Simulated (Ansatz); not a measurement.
The input, for Ansatz 0.2.0:

```yaml
crystal:
  periodic: [false, false, false]
  atoms:
    - {symbol: Ge, position_ang: [-0.490944, 0.011040, 0.000000]}
    - {symbol: H, position_ang: [-1.002394, 1.457639, 0.000001]}
    - {symbol: H, position_ang: [-1.002394, -0.712260, 1.252791]}
    - {symbol: H, position_ang: [-1.002394, -0.712259, -1.252792]}
    - {symbol: H, position_ang: [1.101056, 0.011040, 0.000000]}
    - {symbol: N, position_ang: [2.485056, 0.011040, 0.000000]}
    - {symbol: H, position_ang: [2.754138, -0.993187, -0.000001]}
basis:
  gaussian: {orbitals: cc-pVDZ}
magnetization: {spin_polarized: false, initial_magnetization: 2}
correlation: {method: bccd_t, electrons: outside_noble_gas}
```

```sh
$ ansatz run in.yaml --threads 1 --pin off --events-out ev --progress --plain --max-ram 2816MiB --backend cpu
```

Question: Roughly how long does this take on 1 thread of AMD EPYC 7R13, shared host, and how much host memory?

Answer: 4.3 s wall and 0.28 GiB.

```
679 factors; integrals over basis functions are off by at most 1.3e-3 eV
mean field evaluation 1: about -58028.2990 eV, gradient 1.5e1 eV
mean field evaluation 2: about -58028.3224 eV, gradient 1.5e1 eV
mean field evaluation 4: about -58029.6500 eV, gradient 2.9e0 eV
mean field evaluation 8: about -58029.7897 eV, gradient 2.2e-1 eV
mean field evaluation 16: about -58028.2998 eV, gradient 1.5e1 eV
mean field -58029.79064848 eV, -2132.5554723266 hartree, gradient 1.9e-6 eV, S^2 2.000000; 0 other end points of the search recorded, 0 dependent functions left out
mean field evaluation 32: about -58030.1024 eV, gradient 1.8e-1 eV
15 core orbitals not correlated: weight in the atoms' cores, before any rotation towards them, 0.999 or more for the frozen orbitals, at most 0.000 for the correlated occupied ones
reference -58029.79064848 eV, -2132.5554723266 hartree; 8, 6 occupied and 43, 45 virtual orbitals, 679 factors
second order -6.52633798 eV of doubles, -0.16914735 eV of singles
cycle   1  -7.66674450 eV  change   -9.7e-1 eV  update   7.6e-2
cycle   2  -8.00187246 eV  change   -3.4e-1 eV  update   3.1e-2
cycle   3  -8.02690708 eV  change   -2.5e-2 eV  update   1.5e-2
cycle   4  -8.01444350 eV  change    1.2e-2 eV  update   8.1e-3
cycle   5  -8.01097360 eV  change    3.5e-3 eV  update   3.5e-3
cycle   6  -8.01065495 eV  change    3.2e-4 eV  update   1.5e-3
cycle   7  -8.01090074 eV  change   -2.5e-4 eV  update   7.7e-4
cycle   8  -8.01107574 eV  change   -1.8e-4 eV  update   3.7e-4
cycle   9  -8.01100465 eV  change    7.1e-5 eV  update   1.7e-4
cycle  10  -8.01096430 eV  change    4.0e-5 eV  update   6.0e-5
cycle  11  -8.01097138 eV  change   -7.1e-6 eV  update   2.2e-5
cycle  12  -8.01096682 eV  change    4.6e-6 eV  update   7.1e-6
perturbative correction -0.17114914 eV, -0.0062896148 hartree
Total energy: -58037.97276444 eV, -2132.8561595421 hartree
```
